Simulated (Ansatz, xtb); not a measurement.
CHO2: which of two conformers lies lower

Structure I: `O=[C]O`, a doublet. Structure II: `O=[C]O`, a doublet. Both are isolated molecules in the gas phase, relaxed with B3LYP-D4/def2-TZVP.

I (Å):

```xyz
4

C    -0.0584    0.1404    0.4218
O    -0.3734   -0.8602    0.9541
O    -0.8123    0.8936   -0.3912
H    -0.2932    1.6564   -0.6810
```

II (Å):

```xyz
4

C     1.0350    0.0125    0.2204
O     0.4649    0.8855    0.7760
O     0.5875   -1.1208   -0.2966
H    -0.3805   -1.1857   -0.1640
```

Question: Which of the two would you expect CCSD(T)/def2-TZVPP electronic energies to favour?

Answer: Structure I; the calculation gives E(II) − E(I) = +7.85 kJ/mol.

How the difference moves with the method:

| level | geometry | E(II) − E(I) (kJ/mol) | departure from the last row (kJ/mol) | job, with rough time for the two |
| --- | --- | --- | --- | --- |
| B3LYP-D4/def2-TZVP | B3LYP-D4/def2-TZVP | +7.37 | −0.48 | optimisation, 67 s |
| HF/def2-TZVPP | B3LYP-D4/def2-TZVP | +2.14 | −5.71 | part of the CCSD(T) run |
| MP2/def2-TZVPP | B3LYP-D4/def2-TZVP | +8.52 | +0.67 | part of the CCSD(T) run |
| CCSD(T)/def2-TZVPP | B3LYP-D4/def2-TZVP | +7.85 |  | single point, 55 s |

None of the levels shown reverses the order. The largest departure from CCSD(T)/def2-TZVPP is that of HF/def2-TZVPP, 5.71 kJ/mol. Levels run at GFN2-xTB geometries aren't shown.

With harmonic frequencies from B3LYP-D4/def2-TZVP (ideal gas, rigid rotor, one conformer each, 298.15 K, 1 atm): the zero-point term adds −1.13 kJ/mol; ΔH is +6.67 and ΔG +6.60 kJ/mol.

Open shells are spin-unrestricted. The correlated steps freeze 3 core orbitals. Codes used: Ansatz 0.2.0; the last row on 2 threads of AMD EPYC (Zen 3) on a shared host.
